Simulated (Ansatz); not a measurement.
Working through a ladder of basis sets of FH

With Ansatz 0.2.0 through its Python package.

The cells in order, each with its output:

In [1]:
```python
import warnings

import ansatz as az
```

In [2]:
```python
warnings.simplefilter('ignore', az.DeckWarning)

fh = (
    az.Crystal.molecule()
    .atom('F', [-0.39537, 0.14653, -0.19903])
    .atom('H', [0.39537, -0.14653, 0.19903])
)
```

In [3]:
```python
model = fh.calculation().correlation('mp2')
```

In [4]:
```python
energies = {}
for basis in ['aug-cc-pVDZ', 'aug-cc-pVTZ']:
    data = model.basis(gaussian=basis).run(threads=1, backend='cpu').report
    size = data['n_frozen'] + data['n_occupied'][0] + data['n_virtual'][0]
    energies[basis] = (data['reference_energy_ev'] / 27.211386246, data['free_energy_ev'] / 27.211386246)
    print(f'{basis:14s} {size:4d} orbitals  reference {energies[basis][0]:14.6f} Ha  total {energies[basis][1]:14.6f} Ha')
```
```text
aug-cc-pVDZ      32 orbitals  reference    -100.032569 Ha  total    -100.255740 Ha
aug-cc-pVTZ      69 orbitals  reference    -100.060134 Ha  total    -100.340768 Ha
```

In [5]:
```python
# two-point extrapolation: the basis-set error of the correlation energy falls as X^-3
small, large = (energies[b][1] - energies[b][0] for b in ('aug-cc-pVDZ', 'aug-cc-pVTZ'))
limit = (3 ** 3 * large - 2 ** 3 * small) / (3 ** 3 - 2 ** 3)
print(f'correlation energy: {small:.6f} and {large:.6f} Ha, extrapolated {limit:.6f} Ha')
print(f'share caught by the larger set: {100 * large / limit:.1f} %')
```
```text
correlation energy: -0.223171 and -0.280634 Ha, extrapolated -0.304828 Ha
share caught by the larger set: 92.1 %
```

Against aug-cc-pVDZ: aug-cc-pVTZ -85.0 mHa. The last step alone is -85.03 mHa.

Reading the output:
- The settings weren't tested for convergence.
- The geometry is a force-field or estimated start, not a minimum of this method, and the last set is no limit. Much of the fall in a total is atomic energy, which cancels in bond and reaction energies.
- Inner cores stay frozen, so this is valence correlation.
- An extrapolation from small basis sets is rough.
- Wall time of the script: 0.5 s on 1 thread of Intel(R) Xeon(R) Processor @ 2.30GHz (shared host), peak memory 0.18 GiB.
